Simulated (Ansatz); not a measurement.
Relaxation of (H3Si)2CH2 (CH₈Si₂) with RKS PBE-D4/def2-SVP.

```sh
$ ansatz run in.yaml --threads 4 --pin off --events-out ev --progress --plain --max-ram 3916MiB
```

```yaml
crystal:
  periodic: [false, false, false]
  atoms:
    - {symbol: Si, position_ang: [-0.944790, -1.272800, 0.365160]}
    - {symbol: H, position_ang: [-1.549050, -1.738300, 1.618400]}
    - {symbol: H, position_ang: [-0.044740, -2.310790, -0.141770]}
    - {symbol: H, position_ang: [-2.005800, -1.024470, -0.613670]}
    - {symbol: C, position_ang: [0.024750, 0.327990, 0.682350]}
    - {symbol: Si, position_ang: [0.927780, 1.052240, -0.822520]}
    - {symbol: H, position_ang: [1.955360, 0.116710, -1.283710]}
    - {symbol: H, position_ang: [-0.025590, 1.305740, -1.905320]}
    - {symbol: H, position_ang: [1.569230, 2.317000, -0.447580]}
    - {symbol: H, position_ang: [0.754090, 0.147200, 1.473830]}
    - {symbol: H, position_ang: [-0.661240, 1.079490, 1.074840]}
basis:
  gaussian: {orbitals: def2-SVP}
hamiltonian: {xc: pbe, dispersion: d4}
scf: {omitted_lower_state_checks: [starts]}
output: {orbitals: {seedname: orbitals}}
relax: {f_tol: 0.02, max_steps: 100}
```

It took 2.9 s on 4 threads of AMD EPYC 7B13 on a shared host.

Positions (Å) and forces (eV/Å) at steps 1, 2, 3, 4 of 4:

```xyz
11
step=1 energy=-16906.6270 eV
Si   -0.945   -1.273    0.365    0.444    0.772    0.237
H    -1.549   -1.738    1.618   -0.328   -0.277    0.592
H    -0.045   -2.311   -0.142    0.438   -0.561   -0.287
H    -2.006   -1.024   -0.614   -0.545    0.085   -0.518
C     0.025    0.328    0.682   -0.008   -0.352   -0.710
Si    0.928    1.052   -0.823   -0.417   -0.280    0.779
H     1.955    0.117   -1.284    0.529   -0.478   -0.285
H    -0.026    1.306   -1.905   -0.463    0.125   -0.588
H     1.569    2.317   -0.448    0.344    0.639    0.131
H     0.754    0.147    1.474    0.488   -0.158    0.453
H    -0.661    1.079    1.075   -0.483    0.485    0.195
11
step=2 energy=-16906.7248 eV
Si   -0.943   -1.269    0.375    0.135    0.229    0.048
H    -1.571   -1.763    1.638   -0.084   -0.068    0.164
H    -0.037   -2.332   -0.151    0.135   -0.155   -0.075
H    -2.022   -1.031   -0.629   -0.155    0.035   -0.146
C     0.025    0.332    0.690   -0.001   -0.104   -0.214
Si    0.928    1.058   -0.812   -0.132   -0.100    0.217
H     1.970    0.105   -1.299    0.151   -0.141   -0.071
H    -0.034    1.313   -1.926   -0.142    0.040   -0.160
H     1.593    2.348   -0.456    0.092    0.170    0.044
H     0.768    0.145    1.488    0.125   -0.034    0.129
H    -0.675    1.093    1.081   -0.125    0.129    0.063
11
step=3 energy=-16906.7309 eV
Si   -0.933   -1.262    0.367    0.008    0.040    0.067
H    -1.583   -1.776    1.625   -0.003   -0.006   -0.005
H    -0.004   -2.323   -0.158    0.006   -0.003   -0.003
H    -2.005   -1.018   -0.660   -0.003    0.001   -0.007
C     0.024    0.341    0.705    0.003    0.049    0.101
Si    0.918    1.047   -0.811   -0.004    0.028    0.074
H     1.948    0.069   -1.308    0.002   -0.007   -0.004
H    -0.064    1.308   -1.921   -0.006    0.000   -0.004
H     1.611    2.341   -0.472    0.004    0.000   -0.008
H     0.762    0.167    1.519    0.045   -0.083   -0.091
H    -0.674    1.106    1.113   -0.053   -0.018   -0.120
11
step=4 energy=-16906.7340 eV
Si   -0.931   -1.261    0.373   -0.002   -0.011   -0.018
H    -1.587   -1.773    1.628   -0.002    0.002    0.009
H     0.001   -2.323   -0.145   -0.004   -0.004    0.002
H    -1.999   -1.022   -0.661   -0.002   -0.005    0.001
C     0.023    0.341    0.704    0.001    0.007    0.015
Si    0.917    1.051   -0.806    0.000   -0.008   -0.020
H     1.939    0.068   -1.312    0.001    0.004   -0.003
H    -0.068    1.322   -1.912    0.004    0.005   -0.002
H     1.620    2.339   -0.468    0.002    0.005    0.007
H     0.770    0.154    1.506   -0.005    0.006    0.004
H    -0.686    1.104    1.093    0.005   -0.001    0.006
```
